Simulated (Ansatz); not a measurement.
# H2S + CO: molecular dynamics, part 2 of 2

Aim: follow the two partners and see whether they stay together, part or react. The start is relaxed first. Runs: 166 steps of 1 fs under a Nosé-Hoover thermostat at 300 K; 166 steps of 1 fs at constant energy, with velocities drawn for 300 K; 166 steps of 0.5 fs under a Langevin thermostat at 100 K. SMILES of the start: S.[C-]#[O+].

Ansatz 0.2.0; RKS PBE-D4/cc-pVDZ. The steps go on from the part before.

### Step 11. Positions and forces

Positions (Å) and forces (eV/Å):

```xyz
5
time_fs=21.0 T=224 dE=0.0311
S     0.552    0.322   -2.431   -1.355    0.171   -0.053
H    -0.318   -0.662   -1.942    0.695    0.463   -0.236
H     1.671   -0.334   -2.130    0.659   -0.637    0.297
C    -0.042   -0.785    2.986    0.646   -3.376   -0.361
O    -0.250    0.308    3.099   -0.645    3.379    0.353
5
time_fs=42.0 T=415 dE=-0.0467
S     0.550    0.331   -2.390    0.386   -0.196   -0.105
H    -0.233   -0.628   -1.817    0.027   -0.077    0.006
H     1.593   -0.557   -2.606   -0.413    0.270    0.106
C    -0.024   -0.809    3.053   -0.188    0.906   -0.061
O    -0.260    0.319    2.989    0.189   -0.904    0.053
5
time_fs=62.0 T=271 dE=0.0110
S     0.556    0.338   -2.350    0.326   -0.181   -0.286
H    -0.142   -0.660   -1.763   -0.341   -0.139    0.296
H     1.271   -0.635   -3.010    0.015    0.319   -0.003
C    -0.011   -0.811    3.116   -0.686    3.038   -0.633
O    -0.266    0.315    2.884    0.687   -3.037    0.626
5
time_fs=83.0 T=289 dE=0.0050
S     0.566    0.336   -2.313   -0.623   -0.080    1.086
H    -0.134   -0.671   -1.624    0.479    0.621   -0.510
H     0.869   -0.478   -3.328    0.143   -0.542   -0.568
C    -0.010   -0.758    3.166    0.604   -2.445    0.910
O    -0.263    0.268    2.783   -0.603    2.446   -0.917
5
time_fs=104.0 T=373 dE=-0.0301
S     0.575    0.332   -2.276    0.234    0.294   -0.768
H    -0.009   -0.650   -1.561   -0.229   -0.434    0.038
H     0.393   -0.278   -3.518   -0.006    0.140    0.739
C    -0.003   -0.729    3.223    0.062   -0.229    0.128
O    -0.265    0.241    2.675   -0.061    0.229   -0.137
5
time_fs=124.0 T=282 dE=0.0067
S     0.587    0.331   -2.248   -0.062   -0.122    0.088
H     0.029   -0.729   -1.590    0.078    0.041    0.148
H    -0.087   -0.052   -3.366   -0.017    0.081   -0.227
C     0.004   -0.696    3.276   -0.754    2.548   -1.983
O    -0.265    0.210    2.571    0.756   -2.549    1.973
5
time_fs=145.0 T=350 dE=-0.0202
S     0.595    0.325   -2.224   -0.105   -0.788    0.755
H     0.057   -0.773   -1.529    0.441    0.708   -0.357
H    -0.443    0.263   -3.081   -0.337    0.081   -0.386
C    -0.004   -0.614    3.294    0.341   -1.025    1.092
O    -0.255    0.142    2.488   -0.340    1.024   -1.104
5
time_fs=166.0 T=334 dE=-0.0140
S     0.595    0.316   -2.201   -0.198    0.958   -0.749
H     0.188   -0.743   -1.497   -0.454   -0.615    0.375
H    -0.673    0.634   -2.700    0.650   -0.341    0.390
C    -0.009   -0.540    3.316    0.325   -0.840    1.246
O    -0.246    0.080    2.398   -0.323    0.838   -1.263
```

On run 2: The temperature starts at 300 K and averages 311 K in the second half, where it ranges from 199 to 427 K. The total energy strays from its start by at most 0.46 meV/atom, 1.9 % of the mean kinetic energy, which is good for a step of 1 fs. No bond forms or breaks. The partners' closest contact goes from 4.87 to 4.00 Å; so short a run doesn't show whether they stay bound.

### Step 12. Run 3

166 steps of 0.5 fs under a Langevin thermostat at 100 K, from the relaxed start.

input.yaml

```yaml
crystal:
  periodic: [false, false, false]
  atoms:
    - { symbol: S, position_ang: [0.533744, 0.181536, -1.967003] }
    - { symbol: H, position_ang: [-0.742152, -0.242681, -2.206565] }
    - { symbol: H, position_ang: [0.344424, 0.118025, -0.61367] }
    - { symbol: C, position_ang: [-0.006364, -0.005907, 1.825133] }
    - { symbol: O, position_ang: [-0.129652, -0.050872, 2.962205] }
basis:
  gaussian: { orbitals: cc-pVDZ }
hamiltonian:
  xc: pbe
  dispersion: d4
md:
  timestep: 0.5
  n_steps: 166
  ensemble: nvt_langevin
  temperature: 100.0
  initial_velocities: maxwell_boltzmann
  seed: 896627
  friction: 0.01
scf:
  lower_state_search: "off"
```

The run is started by

```bash
$ ansatz run input.yaml --threads 1 --pin off --max-ram 2048MiB --backend cpu --events-out ev --progress --plain --runs-dir out
```

What it wrote (excerpt; [...] marks lines left out):

```text
Warning: RAYON_NUM_THREADS=1 ignored (pool sized by the plan → 1); use --threads N
[...]
Functional definition: PBE
[...]
682 factors; their error is unknown
[...]
mean field -13943.36604732 eV, -512.4092510860 hartree, gradient 1.1e-6 eV, S^2 0.000000; 0 other end points of the search recorded, 0 dependent functions left out
[...]
reference -13943.36607164 eV, -512.4092519798 hartree; 16, 16 occupied and 40, 40 virtual orbitals, 682 factors
md step     0: t =     0.00 fs  T =    80.0 K  F+E_penalty+E_count = -13943.41043681 eV  E_kin = 0.051704 eV  (14 SCF iters)
[...]
md step    20: t =    10.00 fs  T =    44.9 K  F+E_penalty+E_count = -13943.39246596 eV  E_kin = 0.029037 eV  (13 SCF iters)
[...]
md step    40: t =    20.00 fs  T =    61.2 K  F+E_penalty+E_count = -13943.39958952 eV  E_kin = 0.039562 eV  (13 SCF iters)
[...]
md step    60: t =    30.00 fs  T =    86.0 K  F+E_penalty+E_count = -13943.39727580 eV  E_kin = 0.055568 eV  (12 SCF iters)
[...]
md step    80: t =    40.00 fs  T =   108.8 K  F+E_penalty+E_count = -13943.40345772 eV  E_kin = 0.070311 eV  (19 SCF iters)
md step    81: t =    40.50 fs  T =   111.5 K  F+E_penalty+E_count = -13943.40318742 eV  E_kin = 0.072055 eV  (19 SCF iters)
md step    82: t =    41.00 fs  T =   114.9 K  F+E_penalty+E_count = -13943.40249350 eV  E_kin = 0.074272 eV  (19 SCF iters)
```

### Step 13. The output, continued: dynamics from the start

The log, continued (excerpt; [...] marks lines left out):

```text
md step    83: t =    41.50 fs  T =   108.4 K  F+E_penalty+E_count = -13943.40143605 eV  E_kin = 0.070077 eV  (13 SCF iters)
[...]
md step   104: t =    52.00 fs  T =    80.2 K  F+E_penalty+E_count = -13943.40295021 eV  E_kin = 0.051842 eV  (19 SCF iters)
[...]
md step   125: t =    62.50 fs  T =    97.4 K  F+E_penalty+E_count = -13943.39938163 eV  E_kin = 0.062960 eV  (20 SCF iters)
[...]
md step   146: t =    73.00 fs  T =    52.0 K  F+E_penalty+E_count = -13943.38152102 eV  E_kin = 0.033607 eV  (20 SCF iters)
[...]
md step   165: t =    82.50 fs  T =    62.2 K  F+E_penalty+E_count = -13943.39286652 eV  E_kin = 0.040178 eV  (20 SCF iters)
[...]
md step   166: t =    83.00 fs  T =    68.3 K  F+E_penalty+E_count = -13943.39589565 eV  E_kin = 0.044168 eV  (20 SCF iters)
Total energy: -13943.39592021 eV, -512.4103488945 hartree
Atom 0 at     0.656552     0.108115    -1.935149 Å, force    -0.022972    -0.052268     0.266126 eV/Å
Atom 1 at    -0.517691    -0.410664    -2.408043 Å, force     0.027405     0.001362     0.124457 eV/Å
Atom 2 at     0.346202    -0.156650    -0.613697 Å, force    -0.001281     0.071184    -0.375184 eV/Å
Atom 3 at    -0.141510    -0.006933     1.864167 Å, force    -0.230576    -0.065220     0.678880 eV/Å
Atom 4 at    -0.487634    -0.048918     2.961333 Å, force     0.227423     0.044942    -0.694280 eV/Å
Dipole moment:    -0.238187    -0.108258     0.264786 e Å
Checks for a lower state left out: stability, starts, cluster_reference, orbital_swaps, neighbouring_geometries, increment
```

Run time: 71 s. Hardware: 1 thread of AMD EPYC 7B13 (Zen 3), shared host; peak memory 0.1 GiB.

### Step 14. Frames and traces

The trajectory, every 7 steps (energies from step 0):

| time (fs) | T (K) | potential energy change (meV/atom) | closest contact of the partners (Å) |
| --- | --- | --- | --- |
| 0.0 | 80 | 0.0 | 2.47 |
| 3.5 | 42 | 4.1 | 2.49 |
| 7.0 | 46 | 1.8 | 2.47 |
| 10.5 | 48 | 3.6 | 2.49 |
| 14.0 | 59 | 1.0 | 2.51 |
| 17.5 | 52 | 3.6 | 2.50 |
| 21.0 | 67 | 1.8 | 2.51 |
| 24.5 | 63 | 2.4 | 2.54 |
| 28.0 | 90 | 1.5 | 2.53 |
| 31.5 | 80 | 2.4 | 2.52 |
| 35.0 | 93 | 3.4 | 2.54 |
| 38.5 | 100 | 1.9 | 2.55 |
| 42.0 | 110 | 2.1 | 2.52 |
| 45.5 | 76 | 2.5 | 2.51 |
| 49.0 | 75 | 2.5 | 2.55 |
| 52.5 | 77 | 1.6 | 2.54 |
| 56.0 | 86 | 1.6 | 2.51 |
| 59.5 | 95 | 2.6 | 2.52 |
| 63.0 | 91 | 1.7 | 2.54 |
| 66.5 | 71 | 3.3 | 2.53 |
| 70.0 | 76 | 3.0 | 2.52 |
| 73.5 | 45 | 6.3 | 2.55 |
| 77.0 | 74 | 2.7 | 2.56 |
| 80.5 | 38 | 7.6 | 2.54 |
| 83.0 | 68 | 2.9 | 2.53 |

time (fs), T (K) and a bar:
```
      0.0         80 ###################
      3.5         42 ##
      7.0         46 ####
     11.0         52 ######
     14.5         63 ###########
     18.0         56 ########
     21.5         61 ##########
     25.5         71 ###############
     29.0         92 ########################
     32.5         84 ####################
     36.0         94 #########################
     39.5        106 ##############################
     43.5         89 #######################
     47.0         90 #######################
     50.5         89 #######################
     54.0         76 #################
     57.5         93 ########################
     61.5         75 ################
     65.0         77 #################
     68.5         61 ##########
     72.0         68 #############
     76.0         74 ################
     79.5         38 
     83.0         68 #############
```

### Step 15. Frames from the trajectory

Positions (Å) and forces (eV/Å):

```xyz
5
time_fs=10.5 T=48 dE=0.0181
S     0.554    0.177   -1.971    0.895    0.299    0.193
H    -0.696   -0.225   -2.214   -0.785   -0.242   -0.014
H     0.380    0.226   -0.610   -0.117   -0.069   -0.175
C    -0.042   -0.001    1.830    0.017    0.023   -0.068
O    -0.144   -0.050    2.969   -0.010   -0.012    0.064
5
time_fs=21.0 T=67 dE=0.0091
S     0.577    0.166   -1.971   -0.047    0.063    0.399
H    -0.707   -0.234   -2.172   -0.133   -0.062   -0.153
H     0.309    0.284   -0.622    0.183   -0.018   -0.237
C    -0.069    0.005    1.841   -0.005    0.029   -0.011
O    -0.179   -0.049    2.978    0.002   -0.013    0.002
5
time_fs=31.0 T=76 dE=0.0126
S     0.591    0.146   -1.967   -0.175    0.003    0.165
H    -0.704   -0.237   -2.240    0.247    0.096    0.187
H     0.356    0.314   -0.616   -0.076   -0.119   -0.344
C    -0.105    0.006    1.841    0.011    0.039   -0.043
O    -0.225   -0.045    2.978   -0.006   -0.018    0.035
5
time_fs=41.5 T=108 dE=0.0090
S     0.605    0.130   -1.963   -0.469   -0.073    0.082
H    -0.707   -0.201   -2.262    0.433    0.110    0.107
H     0.311    0.255   -0.625    0.037   -0.054   -0.176
C    -0.137   -0.011    1.847    0.010    0.034   -0.101
O    -0.294   -0.039    2.979   -0.010   -0.017    0.088
5
time_fs=52.0 T=80 dE=0.0075
S     0.621    0.121   -1.955   -0.232   -0.089   -0.437
H    -0.664   -0.226   -2.319    0.312    0.084    0.084
H     0.278    0.172   -0.647   -0.077   -0.006    0.374
C    -0.157   -0.019    1.854   -0.006    0.020   -0.036
O    -0.357   -0.044    2.981    0.003   -0.009    0.016
5
time_fs=62.0 T=86 dE=0.0140
S     0.634    0.111   -1.946    0.716    0.207    0.033
H    -0.587   -0.251   -2.354   -0.679   -0.202   -0.236
H     0.264    0.051   -0.640   -0.030   -0.005    0.224
C    -0.159   -0.019    1.860   -0.106   -0.013    0.367
O    -0.418   -0.051    2.978    0.100    0.012   -0.388
5
time_fs=72.5 T=60 dE=0.0247
S     0.647    0.102   -1.943    0.635    0.212    0.435
H    -0.541   -0.331   -2.377   -0.693   -0.253   -0.252
H     0.290   -0.088   -0.628    0.064    0.055   -0.161
C    -0.157   -0.016    1.870    0.363    0.022   -1.395
O    -0.460   -0.055    2.961   -0.368   -0.036    1.372
5
time_fs=83.0 T=68 dE=0.0145
S     0.657    0.108   -1.935   -0.023   -0.052    0.266
H    -0.518   -0.411   -2.408    0.027    0.001    0.124
H     0.346   -0.157   -0.614   -0.001    0.071   -0.375
C    -0.141   -0.007    1.864   -0.231   -0.065    0.679
O    -0.488   -0.049    2.961    0.227    0.045   -0.694
```

On run 3: Against a set 100 K the second half averages 76 K, going from 108 to 68 K over that half; 3 meV/atom has gone into potential energy, and a thermostat that acts over some 100 fs has not made it up in 83 fs. The bonding pattern survives the run. The partners' closest contact goes from 2.47 to 2.53 Å: they stay in touch over this short run.

### Step 16. Results

What follows sums up all 2 parts.

| quantity | value |
| --- | --- |
| relaxation of the start | 15 moves, 0.110 eV lower |
| run 1: length | 166 steps of 1 fs |
| run 1: temperature, first and last step | 300 and 172 K |
| run 1: temperature, second half | mean 298 K, from 154 to 428 K |
| run 1: potential energy, second half | +25 meV/atom from this run's first step |
| run 1: largest change of the conserved energy | 0.59 meV/atom |
| run 1: bonds formed or broken | 0 |
| run 2: length | 166 steps of 1 fs |
| run 2: temperature, first and last step | 300 and 334 K |
| run 2: temperature, second half | mean 311 K, from 199 to 427 K |
| run 2: potential energy, second half | -1 meV/atom from this run's first step |
| run 2: largest change of the total energy | 0.46 meV/atom |
| run 2: bonds formed or broken | 0 |
| run 3: length | 166 steps of 0.5 fs |
| run 3: temperature, first and last step | 80 and 68 K |
| run 3: temperature, second half | mean 76 K, from 34 to 110 K |
| run 3: potential energy, second half | +3 meV/atom from this run's first step |
| run 3: bonds formed or broken | 0 |

In words: Mean temperatures of the second halves: 298 K, 311 K, 76 K. No bond formed or broke in any run. In the last run: the partners' closest contact goes from 2.47 to 2.53 Å: they stay in touch over this short run. Averages from a run of 83 fs with 5 atoms are rough. The nuclei move classically, without zero-point motion, which matters most for hydrogen.
